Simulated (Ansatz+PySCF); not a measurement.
Values are calculated unless marked as measured or tabulated.
Input for Ansatz (development build ahead of 0.2.0):

```yaml
crystal:
  periodic: [false, false, false]
  atoms:
    - { symbol: C, position_ang: [0.0, -0.34546, -2.751] }
    - { symbol: C, position_ang: [0.0, 0.55853, -1.37956] }
    - { symbol: C, position_ang: [0.0, -0.33798, 0.0] }
    - { symbol: C, position_ang: [0.0, 0.55853, 1.37956] }
    - { symbol: C, position_ang: [0.0, -0.34546, 2.751] }
    - { symbol: H, position_ang: [0.0, 0.3345, -3.72622] }
    - { symbol: H, position_ang: [0.95841, -1.04934, -2.80491] }
    - { symbol: H, position_ang: [-0.95841, -1.04934, -2.80491] }
    - { symbol: H, position_ang: [-0.95005, 1.28033, -1.37611] }
    - { symbol: H, position_ang: [0.95005, 1.28033, -1.37611] }
    - { symbol: H, position_ang: [0.95073, -1.061, 0.0] }
    - { symbol: H, position_ang: [-0.95073, -1.061, 0.0] }
    - { symbol: H, position_ang: [-0.95005, 1.28033, 1.37611] }
    - { symbol: H, position_ang: [0.95005, 1.28033, 1.37611] }
    - { symbol: H, position_ang: [0.0, 0.3345, 3.72622] }
    - { symbol: H, position_ang: [-0.95841, -1.04934, 2.80491] }
    - { symbol: H, position_ang: [0.95841, -1.04934, 2.80491] }
basis:
  gaussian: { orbitals: def2-SVP }
magnetization:
  spin_polarized: true
hamiltonian:
  xc: hf
correlation:
  method: mp2
  frozen_orbitals: { C: 1, H: 0 }
```

The input is written out in the form of the current development build from the run's settings.

Output:

```yaml
Converged: yes
Reference_energy: -196.10179 hartree
Correlation_energy: -0.74507 hartree
Total_energy: -196.84686 hartree
Spin_squared_of_the_determinant: 0.000
Stability_test: minimum
Occupied_orbitals_by_symmetry_in_an_Abelian_subgroup_alpha;_beta: 9 A1 2 A2 3 B1 7 B2; 9 A1 2 A2 3 B1 7 B2
```
